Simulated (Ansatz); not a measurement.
```yaml
crystal:
  periodic: [false, false, false]
  atoms:
    - {symbol: S, position_ang: [-1.640419, -0.423369, -0.003865]}
    - {symbol: S, position_ang: [-0.123780, 0.755678, 0.006603]}
    - {symbol: S, position_ang: [1.688156, -0.356113, -0.002953]}
    - {symbol: H, position_ang: [2.419084, 0.757249, 0.006864]}
basis:
  gaussian: {orbitals: def2-TZVP}
magnetization: {spin_polarized: true, initial_magnetization: 1}
hamiltonian: {xc: pbe0}
relax: {f_tol: 0.004, max_steps: 80}
```

```sh
$ ansatz run in.yaml --threads 1 --pin off --events-out ev --progress --plain --max-ram 2176MiB
```

Steps of the relaxation (energy above the last step; positions in Å, forces in eV/Å):

```
4
step 1, 15.7 meV
S    -1.640   -0.423   -0.004    0.232   -0.019    0.000
S    -0.124    0.756    0.007    0.111   -0.007    0.000
S     1.688   -0.356   -0.003   -0.522   -0.289   -0.003
H     2.419    0.757    0.007    0.179    0.315    0.003
```

```
4
step 2, 11.5 meV
S    -1.568   -0.449   -0.004   -0.204    0.035    0.000
S    -0.120    0.809    0.007    0.203   -0.336   -0.003
S     1.636   -0.366   -0.003   -0.228    0.259    0.002
H     2.395    0.739    0.007    0.229    0.042    0.000
```

```
4
step 3, 0.8 meV
S    -1.597   -0.446   -0.004   -0.021   -0.002    0.000
S    -0.129    0.790    0.007    0.112   -0.067   -0.001
S     1.642   -0.350   -0.003   -0.150   -0.017    0.000
H     2.426    0.739    0.007    0.058    0.086    0.001
```

```
4
step 5, 0.0 meV
S    -1.597   -0.445   -0.004    0.002    0.002    0.000
S    -0.123    0.787    0.007   -0.003   -0.002    0.000
S     1.639   -0.351   -0.003    0.000    0.002    0.000
H     2.425    0.742    0.007    0.000   -0.002    0.000
```

Close pairs at the end: S3–H4 1.346 Å, S1–S2 1.921 Å, S2–S3 2.097 Å.

A stationary point of unrestricted PBE0 after 5 steps, with ⟨S²⟩ = 0.756 against 0.75 for a pure state; no frequencies were run, so it isn't proven a minimum. 32 s on 1 thread of Intel Xeon Platinum 8259CL, shared host.
